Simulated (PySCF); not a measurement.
# C2H6Si: the cost of one run

The runs use PySCF 2.14.0, with density-fitted response routines of our own; the level of theory stands in each step. All values are computed, except where a source is named. Atoms are numbered from 0 throughout.

### Step 1. Starting geometry

9 atoms, charge 0, multiplicity 1; geometry from: GFN2-xTB. The atoms were then displaced at random by about 0.01 Å, so the start is not that level's minimum.

Bonds of the start (Å): C0–C1 1.52, C1–Si2 1.87, Si2–C0 1.84, C0–H3 1.07, C0–H4 1.11, C1–H5 1.08, C1–H6 1.07, Si2–H7 1.47, Si2–H8 1.44.

### Step 2. Relaxing the molecule at PBE0-D3(BJ)/def2-SVP

The job: settings as JSON, then the geometry in Å.

```
{"job": {"xc": "PBE0", "basis": "def2-SVP", "d3": "d3bj", "grid": 1, "shake": 0.01, "kind": "geom"}, "charge": 0, "multiplicity": 1}
C     -0.597730     0.675130     0.198570
C     -0.515040    -0.745660    -0.322340
Si     1.123100     0.041310     0.110160
H     -1.079700     0.827000     1.143990
H     -0.961440     1.426710    -0.534430
H     -0.785840    -0.889930    -1.357360
H     -0.928070    -1.505330     0.315940
H      1.802070    -0.344380     1.354090
H      2.000450     0.498000    -0.942350
```

On the command line:

```console
$ OMP_NUM_THREADS=1 python probes_run.py task.json out
```

This one command runs all jobs of the session in turn.

**Question.** How long does this first job take on 1 thread of Arm Neoverse N1, shared host, and how much memory does it need?

About 14 s, with a peak of 0.33 GiB.
